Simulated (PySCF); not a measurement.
```xyz
3

C     -0.0249     0.3537     0.0000
O      1.0284    -0.1530     0.0000
H     -1.0035    -0.2007     0.0000
```

Charge 0, multiplicity 2.

Give the Mulliken and meta-Löwdin atomic charges from PySCF with PBE0-D4/def2-TZVP.


```
atom  Mulliken (e)  meta-Löwdin (e)
----  ------------  ---------------
C1           -0.01             0.12
O2           -0.13            -0.24
H3            0.14             0.12
```
